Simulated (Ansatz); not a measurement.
in.yaml

```yaml
crystal:
  periodic: [false, false, false]
  atoms:
    - {symbol: Sn, position_ang: [0.000000, 0.000000, 0.000000]}
    - {symbol: H, position_ang: [0.000000, 0.000000, -1.655400]}
    - {symbol: H, position_ang: [0.000000, 0.000000, 1.655400]}
basis:
  gaussian: {orbitals: def2-TZVP, point_charges: [{charge: 1.00, position_ang: [3.882, 0.204, -0.534]}]}
total_charge: 1
magnetization: {spin_polarized: true, initial_magnetization: 1}
correlation: {method: ccsd_t, electrons: outside_noble_gas}
scf: {lower_state_search: full}
```

```sh
$ ansatz run in.yaml --threads 1 --pin off --events-out ev --progress --plain --max-ram 2393MiB
```

Log:

```
582 factors; integrals over basis functions are off by at most 5.5e-4 eV
mean field evaluation 1: about -5823.8512 eV, gradient 7.7e0 eV
mean field evaluation 2: about -5823.8536 eV, gradient 7.7e0 eV
mean field evaluation 4: about -5824.3120 eV, gradient 1.0e0 eV
mean field evaluation 8: about -5824.3405 eV, gradient 1.7e-2 eV
mean field evaluation 16: about -5824.3092 eV, gradient 1.0e0 eV
mean field evaluation 32: about -5823.9333 eV, gradient 6.7e-1 eV
mean field evaluation 64: about -5822.6324 eV, gradient 2.0e0 eV
mean field evaluation 96: about -5823.8195 eV, gradient 1.0e-3 eV
mean field evaluation 128: about -5822.3966 eV, gradient 1.6e0 eV
mean field -5824.34049757 eV, -214.0405654060 hartree, gradient 3.1e-6 eV, S^2 0.767957; 9 other end points of the search recorded, 0 dependent functions left out
determinant -5824.34049757 eV, -214.0405654060 hartree, with singles and doubles -5826.69061056 eV, -214.1269304654 hartree
determinant -5823.81946434 eV, -214.0214177877 hartree, with singles and doubles -5826.19195573 eV, -214.1086052382 hartree
determinant -5822.25621309 eV, -213.9639693641 hartree, with singles and doubles -5824.67538958 eV, -214.0528724603 hartree
determinant -5824.34049757 eV, -214.0405654060 hartree, with singles and doubles -5826.64959461 eV, -214.1254231570 hartree
determinant -5823.81946434 eV, -214.0214177877 hartree, with singles and doubles -5826.15223749 eV, -214.1071456201 hartree
9 core orbitals not correlated: weight in the atoms' cores, before any rotation towards them, 0.997 or more for the frozen orbitals, at most 0.002 for the correlated occupied ones
reference -5824.34049757 eV, -214.0405654060 hartree; 3, 2 occupied and 50, 51 virtual orbitals, 582 factors
second order -1.76699048 eV of doubles, -0.00000000 eV of singles
cycle   1  -2.30909695 eV  change    9.0e-8 eV  update   2.5e-6
perturbative correction -0.04909525 eV, -0.0018042172 hartree
Total energy: -5826.69868977 eV, -214.1272273709 hartree
```

Ran on 1 thread of Arm Neoverse V1, shared host: 4.7 s wall, 0.19 GiB peak host memory.
